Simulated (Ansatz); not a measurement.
The first iterations of a band of FH3Si + H3P (9 atoms, charge 0, multiplicity 1).

Theory: RKS PBE/def2-SVP (Ansatz).

```
movable images  : 5
climbing image  : yes
spring          : 0.5 eV/Å²
optimiser       : quadratic models (default)
start path      : through a guess of the saddle point
force threshold : 0.05 eV/Å
iteration limit : 60
end points      : relaxed
```

Initial state:

```xyz
9
Properties=species:S:1:pos:R:3
Si 0.719 -0.021 -0.273
H 1.182 -0.247 1.136
H 1.845 -0.261 -1.234
H 0.181 1.371 -0.438
F -0.483 -1.090 -0.612
P -3.651 -0.218 1.452
H -2.595 -0.640 0.569
H -3.243 -1.148 2.476
H -2.843 0.838 2.013
```

Final state:

```xyz
9
Properties=species:S:1:pos:R:3
Si -0.544 -0.200 -0.635
H 0.193 0.543 3.573
H 0.733 -0.127 0.152
H -0.606 0.906 -1.650
F -0.559 -1.631 -1.443
P -2.286 0.028 0.793
H -3.249 -0.376 -0.199
H -2.127 -1.306 1.312
H -0.441 0.746 3.188
```

| iteration | highest image above the first end (eV) | largest band force component (eV/Å) |
| --- | --- | --- |
| 1 | 5.057 | 13.170 |
| 2 | 3.677 | 5.663 |
| 3 | 2.761 | 2.488 |
| 4 | 2.634 | 1.108 |
| 5 | 2.534 | 0.558 |
| 6 | 2.396 | 0.598 |

**Question.** Does the band converge within its limit, and where does its top end?

**Answer.** The forces met the threshold. It ended after 18 iterations with the highest image 2.154 eV above the first end. Neighbouring images differ by up to 2.1 eV, so the band resolves the path poorly. Another band between the same ends (5 images) ends at a top of the same energy, where a vibrational analysis finds 1 clearly imaginary mode. The orbitals stay closed-shell, which can raise the energy where a bond breaks towards radicals; this wasn't checked here.

Run time: 2.8 min on 1 thread of Arm Neoverse V2, on a shared host, peak memory 0.14 GiB.
